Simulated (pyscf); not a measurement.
C₂H₃N (SMILES C1=NC1) -> C⁻≡N⁺–CH₃ (SMILES [C-]#[N+]C) (rearrangement; singlet surface; C–C, C–H broken, C–H formed). Structures and frequencies: ωB97X-D3(BJ)/def2-SVP in PySCF. Correlated levels are frozen-core, on RHF or UHF. ΔMP2 is the change of the MP2 total energy from the triple- to the quadruple-zeta basis. Energies in eV from the reactant's lowest minimum found.

```json
[
 {"level": "ωB97X-D3(BJ)/def2-TZVP", "barrier": "2.04", "reaction energy": "-1.00"},
 {"level": "PBE/def2-TZVP", "barrier": "1.75", "reaction energy": "-0.81"},
 {"level": "r²SCAN/def2-TZVP", "barrier": "1.81", "reaction energy": "-0.91"},
 {"level": "B3LYP-D3(BJ)/def2-TZVP", "barrier": "(withheld)", "reaction energy": "-1.09"},
 {"level": "M06-2X/def2-TZVP", "barrier": "1.99", "reaction energy": "-1.01"},
 {"level": "ωB97M-D3(BJ)/def2-TZVP", "barrier": "1.95", "reaction energy": "-1.08"},
 {"level": "CCSD(T)/def2-TZVPP + ΔMP2(QZVPP)", "barrier": "(withheld)", "reaction energy": "(withheld)"}
]
```

Q: Complete the blanks.

A: 
- B3LYP-D3(BJ)/def2-TZVP, barrier: 1.92
- CCSD(T)/def2-TZVPP + ΔMP2(QZVPP), barrier: 1.87
- CCSD(T)/def2-TZVPP + ΔMP2(QZVPP), reaction energy: -1.04

cyclic C₂H₃N (SMILES C1=NC1) lies 2.05 eV over its isomer H₃C–C≡N, and others may lie lower still (electronic energy, ωB97M-D3(BJ)). C⁻≡N⁺–CH₃ lies 0.98 eV over its isomer H₃C–C≡N, and others may lie lower still (electronic energy, ωB97M-D3(BJ)). This is the saddle that the search found; another between the same sides may lie lower. The CCSD(T) − MP2 part came from Ansatz, without density fitting, on the same reference.
